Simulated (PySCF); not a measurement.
# H3OP (PH3O): the cost of one run

Programs: PySCF 2.14.0, with density-fitted response routines of our own. Each step states its level of theory. These are calculated values for one molecule in the gas phase, unless marked as measured. Atoms are numbered from 0 throughout.

## 1. The starting structure

5 atoms, charge 0, multiplicity 1; geometry from: GFN2-xTB. The atoms were then displaced at random by about 0.03 Å, so the start is not that level's minimum.

Bonds of the start (Å): O0–P1 1.55, P1–H2 1.41, P1–H3 1.44, P1–H4 1.40.

## 2. Optimising the geometry at PBE0-D3(BJ)/def2-SVP

Job settings and geometry (Å):

```
{"job": {"xc": "PBE0", "basis": "def2-SVP", "d3": "d3bj", "grid": 1, "shake": 0.03, "kind": "geom"}, "charge": 0, "multiplicity": 1}
O      1.191530    -0.877540     0.630000
P      0.034690    -0.046680     0.013250
H     -0.897870     0.530680     0.892750
H      0.550690     1.052700    -0.766110
H     -0.786940    -0.763930    -0.866380
```

The run is started by

```bash
OMP_NUM_THREADS=1 python probes_run.py task.json out
```

The driver reads the jobs from task.json and runs them one after another.

Q: Estimate the wall time and peak memory of this first job on 1 thread of Arm Neoverse V1, shared host.

About 2.6 s, with a peak of 0.24 GiB.
